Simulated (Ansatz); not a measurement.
Reaction (SMILES): CC(N)=O → CC([NH-])=O + H+
B3LYP-D3(BJ)/def2-TZVP geometries, fixed; electronic energies without zero-point terms.
Largest species:
```xyz
9

O      0.4073     1.2798     0.2946
C      0.0816     0.1387     0.0326
N      0.9986    -0.8468    -0.1812
C     -1.3711    -0.2792    -0.0780
H      0.7349    -1.7900    -0.3981
H     -1.8457     0.3222    -0.8532
H     -1.5079    -1.3352    -0.3102
H     -1.8688    -0.0520     0.8647
H      1.9753    -0.6128    -0.1189
```
Charge 0, spin multiplicity 1.

Basis-set convergence of the deprotonation energy at B3LYP with Ansatz (a first-principles code). Cartesian d functions, on some or all atoms, in 6-31+G*; all else is spherical. The program fits the integrals of some runs and decomposes those of others, by size. Species with rotatable bonds are taken in one conformer. The proton leaves the site shown, which need not be the most acidic. No added dispersion term, no relativity. Functions are those of the species that has most. Reference: the value in aug-pcseg-3, 370.16 kcal/mol, itself unsure by roughly 0.09 kcal/mol (its mean distance from aug-cc-pVQZ, def2-QZVPPD). Deviations are taken from unrounded values.

```csv
basis,functions,deprotonation energy (kcal/mol),minus reference (kcal/mol)
pcseg-0,46,383.34,13.18
def2-SV(P),66,380.13,9.97
def2-SVP,81,383.40,13.24
pcseg-1,81,374.68,4.52
6-31+G*,86,366.99,-3.17
6-311+G**,118,369.08,-1.08
def2-TZVP,154,372.84,2.68
"6-311++G(2d,2p)",158,369.41,-0.75
pcseg-2,190,371.59,1.43
def2-TZVPP,194,373.36,3.19
"6-311++G(3df,3pd)",246,369.86,-0.30
def2-QZVPP,378,371.28,1.12
pcseg-3,405,370.37,0.21
pcseg-4,709,370.22,0.06
```

The smallest set listed that lies within 0.5 kcal/mol of the reference with all its larger relatives (same family, alike in diffuse functions; a set with none counts only in the reference's own line) is pcseg-3 (405 functions, 0.21 kcal/mol off). Inside, with no larger relative to test it: 6-311++G(3df,3pd).
